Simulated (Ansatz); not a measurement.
The input, for Ansatz 0.2.0:

```yaml
crystal:
  periodic: [false, false, false]
  atoms:
    - {symbol: Ge, position_ang: [0.037001, 0.017833, 0.673218]}
    - {symbol: S, position_ang: [-0.045608, -0.074775, -1.544169]}
    - {symbol: H, position_ang: [-0.843760, 1.190730, 1.174562]}
    - {symbol: H, position_ang: [-0.536410, -1.338233, 1.143127]}
    - {symbol: H, position_ang: [0.164516, 1.241117, -1.711278]}
basis:
  gaussian: {orbitals: cc-pVDZ}
magnetization: {spin_polarized: false, initial_magnetization: 1}
hamiltonian: {xc: pbe}
correlation: {active_space: {window: {electrons: 3, orbitals: 3}}}
scf: {lower_state_search: light}
```

```sh
$ ansatz run in.yaml --threads 1 --pin off --events-out ev --progress --plain --max-ram 2393MiB
```

Question: What does the program do with this input?

Answer: Refused. The input was made wrong on purpose (active space on a functional), so the run isn't a sound calculation of what was asked.
```
Error: invalid value for `correlation.active_space`: it starts from restricted Hartree–Fock orbitals; set hamiltonian.xc: hf without magnetization.spin_polarized
```
